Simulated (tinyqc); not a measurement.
Inside a calculation. Method: geometry optimisation on the UHF/sto-3g surface (energies and gradients from PySCF), for H2O, spin multiplicity 3. The optimisation ends on separated fragments, where the gradient is small because the surface is flat. One step of it, computed by the program tinyqc.

Question. Step 1: move. Quasi-Newton step p = -H^(-1) g (first H = 0.15 times the unit matrix); steps longer than 0.5 bohr are cut back (factor 0.096 here).

positions at the start (bohr), order 1O, 2H, 3H:
$$\begin{pmatrix}
-0.058582 & -0.030236 & 0.079368 \\
-0.103935 & 1.424853 & 0.954312 \\
0.037795 & -1.441861 & 0.937304
\end{pmatrix}$$

gradient (hartree/bohr), order 1O, 2H, 3H:
$$\begin{pmatrix}
0.00996395 & 0.04480491 & 0.39712828 \\
0.01581019 & -0.44949574 & -0.21162936 \\
-0.02577414 & 0.40469083 & -0.18549892
\end{pmatrix}$$

Give: positions after step 1.

Answer.

positions after step 1 (bohr), order 1O, 2H, 3H:
$$\begin{pmatrix}
-0.065 & -0.059 & -0.176 \\
-0.114 & 1.714 & 1.090 \\
0.054 & -1.702 & 1.056
\end{pmatrix}$$
